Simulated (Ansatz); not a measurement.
Geometry optimisation, UHF/def2-SVP (Ansatz).

Input file:

```yaml
crystal:
  periodic: [false, false, false]
  atoms:
    - { symbol: Al, position_ang: [-0.87382, 0.30988, -0.62766] }
    - { symbol: B, position_ang: [0.94598, -0.13633, 0.0432] }
    - { symbol: Cl, position_ang: [0.66601, -1.51578, 1.1621] }
    - { symbol: H, position_ang: [-2.39743, 0.63313, -1.03842] }
    - { symbol: H, position_ang: [1.65927, 0.7091, 0.46078] }
magnetization:
  spin_polarized: true
  initial_magnetization: 1
basis:
  gaussian: { orbitals: def2-SVP }
hamiltonian:
  xc: hf
relax:
  f_tol: 0.015
  max_steps: 40
output:
  orbitals: {}
```

Run as:

```bash
$ ansatz run input.yaml --threads 1 --pin off --max-ram 2048MiB --backend cpu --events-out ev --progress --plain --runs-dir out
```

Problem. Where does it end, and by what steps?

Solution. It converged. After 17 steps the energy has fallen by 0.961 eV; Al1 moved furthest, 0.79 Å.

| step | energy less start (eV) | largest force component (eV/Å) | accepted |
| --- | --- | --- | --- |
| 0 | 0.0000 | 1.027 | yes |
| 1 | -0.4041 | 1.095 | yes |
| 2 | -0.4566 | 1.264 | yes |
| 3 | -0.5220 | 0.372 | yes |
| 4 | -0.5357 | 0.319 | yes |
| 5 | -0.5431 | 0.166 | yes |
| 6 | -0.5478 | 0.208 | yes |
| 7 | -0.5647 | 0.286 | yes |
| 8 | -0.6487 | 0.670 | yes |
| 9 | -0.8039 | 0.596 | yes |
| 10 | -0.8918 | 0.570 | yes |
| 11 | -0.9370 | 0.473 | yes |
| 12 | -0.9597 | 0.082 | yes |
| 13 | -0.9603 | 0.030 | yes |
| 14 | -0.9603 | 0.025 | no |
| 15 | -0.9606 | 0.020 | yes |
| 16 | -0.9606 | 0.019 | yes |
| 17 | -0.9607 | 0.014 | yes |

```xyz
5
Properties=species:S:1:pos:R:3
Al -1.278 0.691 -0.072
B 0.700 -0.045 0.314
Cl 0.900 -1.646 1.062
H -2.040 0.438 -1.446
H 1.719 0.562 0.143
```

Whether the end is a true minimum wasn't checked by a vibrational analysis.

Time of the run: 20 s on 1 thread of Arm Neoverse V1 (shared host), peak memory 0.12 GiB.
